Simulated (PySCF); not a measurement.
Simulated outer-valence photoelectron spectrum of `C#CC1=CC1=C`. The calculation used EOM-IP-CCSD/aug-cc-pVDZ in PySCF, restricted Hartree–Fock reference, 6 core orbitals frozen, non-relativistic, gas phase, PBE0-D3(BJ)/def2-SVP geometry.

Each root has a Gaussian of 0.8 eV full width with its one-hole share as area; cross sections and vibrations are left out, and the highest printed point is 100.

| ionisation energy (eV) | intensity |
| --- | --- |
| 7.0 | 0 |
| 7.2 | 2 |
| 7.4 | 7 |
| 7.6 | 19 |
| 7.8 | 37 |
| 8.0 | 52 |
| 8.2 | 51 |
| 8.4 | 35 |
| 8.6 | 17 |
| 8.8 | 6 |
| 9.0 | 1 |
| 9.2 | 0 |
| 9.4 | 1 |
| 9.6 | 3 |
| 9.8 | 9 |
| 10.0 | 23 |
| 10.2 | 42 |
| 10.4 | 55 |
| 10.6 | 56 |
| 10.8 | 52 |
| 11.0 | 57 |
| 11.2 | 69 |
| 11.4 | 78 |
| 11.6 | 79 |
| 11.8 | 68 |
| 12.0 | 47 |
| 12.2 | 25 |
| 12.4 | 10 |
| 12.6 | 4 |
| 12.8 | 5 |
| 13.0 | 15 |
| 13.2 | 40 |
| 13.4 | 75 |
| 13.6 | 100 |
| 13.8 | 98 |
| 14.0 | 75 |
| 14.2 | 56 |
| 14.4 | 54 |
| 14.6 | 55 |
| 14.8 | 45 |
| 15.0 | 27 |
| 15.2 | 12 |
| 15.4 | 7 |
| 15.6 | 12 |
| 15.8 | 26 |
| 16.0 | 44 |
| 16.2 | 52 |
| 16.4 | 43 |
| 16.6 | 25 |
| 16.8 | 11 |
| 17.0 | 3 |
| 17.2 | 1 |

Task: Where are the maxima, and how many lines lie under the curve?

Result: 6 maxima, at 8.1, 10.5, 11.5, 13.7, 14.5 and 16.2 eV, from 8 lines. At this width some lines have no maximum of their own.

Task: List the lines with their holes.

Result: 
| E (eV) | leading hole (HF orbital) | area | Koopmans (eV) |
| --- | --- | --- | --- |
| 8.09 | HOMO | 0.95 | 8.05 |
| 10.44 | HOMO-1 | 0.96 | 10.92 |
| 11.26 | HOMO-2 | 0.94 | 11.56 |
| 11.77 | HOMO-3 | 0.95 | 12.83 |
| 13.62 | HOMO-5 | 0.94 | 15.12 |
| 13.73 | HOMO-4 | 0.90 | 14.74 |
| 14.61 | HOMO-6 | 0.93 | 16.09 |
| 16.20 | HOMO-7 | 0.92 | 18.15 |

The widest gap, 2.35 eV, lies between 8.09 and 10.44 eV. Only orbitals with −ε under 21 eV, eight at most, were ionised, so the high end of the curve may lack lines.
